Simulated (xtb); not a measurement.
xtb input (GFN2-xTB):

```bash
xtb mol.xyz --gfn 2 --ohess tight --chrg 0 --uhf 0
```
mol.xyz:
```
10

S      0.00796780     0.82118564    -0.63213121
O     -0.03634065     2.10843646     0.13531851
C      1.37339320    -0.19914345    -0.03735501
C     -1.35572703    -0.21547585    -0.02745801
H      1.24483556    -0.30118040     1.07715910
H     -2.27055646     0.25989201    -0.26532898
H      1.26972661    -1.20022228    -0.54210000
H      2.27361182     0.30637847    -0.24560644
H     -1.27966413    -1.19638954    -0.51602325
H     -1.27091292    -0.28917507     1.04041156
```

End of the output:

```
optimized geometry written to: xtbopt.xyz

           -------------------------------------------------
          | TOTAL ENERGY              -14.621179502838 Eh   |
          | TOTAL ENTHALPY            -14.536925510518 Eh   |
          | TOTAL FREE ENERGY         -14.572538111917 Eh   |
          | GRADIENT NORM               0.000226851163 Eh/α |
          | HOMO-LUMO GAP               5.059452254411 eV   |
           -------------------------------------------------

------------------------------------------------------------------------
------------------------------------------------------------------------
 total:
 SCF:
 ANC optimizer:
 analytical hessian:
```
